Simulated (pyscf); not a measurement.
`[CH3][Sn]([Cl])([Cl])[Cl]` + `[FH]` → `[CH4]` + `[F][Sn]([Cl])([Cl])[Cl]` (four-centre exchange; singlet surface; C–Sn, F–H broken, C–H, F–Sn formed). Optimised with ωB97X-D3(BJ)/def2-SVP in PySCF. Energies in kcal/mol from the separated reactants.

```
level                   barrier  reaction energy
----------------------  -------  ---------------
ωB97X-D3(BJ)/def2-TZVP     31.0            -10.1
r²SCAN/def2-TZVP           25.7            -13.2
B3LYP-D3(BJ)/def2-TZVP     30.8            -11.7
PBE0-D3(BJ)/def2-TZVP      29.4             -9.3
M06-2X/def2-TZVP              ?                ?
ωB97M-D3(BJ)/def2-TZVP        ?            -11.2
```

**Question.** Some entries are withheld; supply them.

**Answer.** 
- M06-2X/def2-TZVP, barrier: 29.8
- M06-2X/def2-TZVP, reaction energy: -12.4
- ωB97M-D3(BJ)/def2-TZVP, barrier: 31.4

The functionals in the table span 5.7 kcal/mol in this barrier, from r²SCAN to ωB97M-D3(BJ)/def2-TZVP. On the reactant side the descent ends in a complex (not fully relaxed), 5.9 kcal/mol under the separated species and 36.9 kcal/mol under the saddle at ωB97X-D3(BJ)/def2-TZVP. One saddle was located; it need not be the lowest between these sides. Elements past Kr carry the def2 core potentials, without spin-orbit coupling.
